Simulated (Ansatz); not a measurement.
A calculation with Ansatz (development build ahead of 0.2.0).

```yaml
crystal:
  periodic: [false, false, false]
  atoms:
    - { symbol: C, position_ang: [0.0, 0.0, 0.66748] }
    - { symbol: C, position_ang: [0.0, 0.0, -0.66748] }
    - { symbol: H, position_ang: [0.0, 0.8803, 1.21141] }
    - { symbol: H, position_ang: [0.0, -0.8803, 1.21141] }
    - { symbol: H, position_ang: [0.0, 0.8803, -1.21141] }
    - { symbol: H, position_ang: [0.0, -0.8803, -1.21141] }
basis:
  gaussian: { orbitals: cc-pVTZ }
hamiltonian:
  xc: hf
correlation:
  method: ccsd_t
  frozen_orbitals: { C: 1, H: 0 }
```

The input is written out in the form of the current development build from the run's settings.

Output:

- Converged: yes
- Reference energy: -78.05922 hartree
- Correlation energy: -0.37290 hartree
- Total energy: -78.43211 hartree
- Spin squared of the determinant: 0.000
- Stability test: minimum among restricted orbitals
- T1 diagnostic: 0.011
- Occupied orbitals by symmetry in an Abelian subgroup (alpha; beta): 3 Ag 2 B1u 1 B2u 1 B3g 1 B3u; 3 Ag 2 B1u 1 B2u 1 B3g 1 B3u
